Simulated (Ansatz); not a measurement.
`C[CH2][AlH2]` → `[CH3][AlH2]` + `[CH2]` (triplet)  (formal loss of a carbene)

Gas-phase electronic energies from Ansatz, PBE0-D4/def2-TZVP geometries. CCSD(T)/CBS adds triple-zeta CCSD(T) − MP2 to the extrapolated MP2 energy (def2 sets, frozen cores). This one scheme is used for every species. Functionals use def2-TZVPP. Triplets are unrestricted, without spin–orbit coupling.

```tsv
level	ΔE (kJ/mol)	difference from CCSD(T)/CBS
LDA (SPW92)	489.6	72.5
PBE-D4	423.9	6.8
BLYP-D4	409.6	-7.5
CAM-B3LYP-D4	413.7	-3.4
ωB97M-V	419.1	2.0
PBE	418.1	1.0
PBE0	410.4	-6.7
r2SCANh	389.9	-27.2
RPA@PBE/def2-TZVPP	401.2	-15.9
HF/CBS(def2)	271.0	-146.1
CCSD(T)/CBS	417.1	0
```

Largest T1 diagnostic among the species: 0.011.

In def2-TZVPP, CCSD(T) changes the Hartree–Fock value by +135.1 kJ/mol (the triples alone add +10.8 kJ/mol) and MP2 by +147.2 kJ/mol. Leaving LDA and LC-ωPBE aside and taking each functional with its dispersion term where it has one, the values, not all of them listed here, spread over 38.1 kJ/mol, from r2SCAN0-D4 to ωB97X-V. LDA lies +71.5 kJ/mol from PBE without D4.
